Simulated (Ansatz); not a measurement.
Rock-salt EuS, treated with PBEsol (plane waves, PAW; Ansatz, a quantum-chemistry and plane-wave program).

Numerical settings: plane-wave cutoff 520 eV, 10×10×10 k mesh, Fermi–Dirac smearing 0.01 eV, spin-polarised with parallel moments, scalar-relativistic PAW data made under PBE.

A third-order Birch–Murnaghan fit to the energies gives V0 = 23.495 Å³/atom, B0 = 60.8 GPa, B′ = 3.6.

```csv
V (Å³/atom),P (GPa)
22.082,[?]
22.552,2.70
23.021,[?]
23.491,0.00
23.961,-1.19
24.431,[?]
24.901,[?]
```

Q: Estimate the withheld pressures from this fit; the answers are the runs' own values.

A: 
- 22.082, P (GPa): 4.12
- 23.021, P (GPa): 1.32
- 24.431, P (GPa): -2.23
- 24.901, P (GPa): -3.07

The formula P = (3/2) B0 (x^(7/3) − x^(5/3)) [1 + (3/4)(B′ − 4)(x^(2/3) − 1)] with x = V0/V meets the computed pressures within 0.12 GPa when these rounded values are put in.

Measured, for comparison: bulk modulus 61.5 ± 0.5 GPa, equilibrium volume per atom 26.60 Å³/atom (room temperature, no zero-point or thermal correction; as tabulated in Sci. Rep., doi 10.1038/s41598-022-05321-9). Computed (rounded) less measured: bulk modulus -1 %, equilibrium volume per atom -11.7 %.

Note: the gap of the solid is closed in this run; the 4f shell is treated without U or exact exchange, so its levels and filling can be wrong; this level leaves the solid without a gap, although one is measured.

Spin–orbit coupling is not included; it can open a gap where bands touch, and shift volumes and moduli.

The computed numbers hold no vibrational or temperature effects.
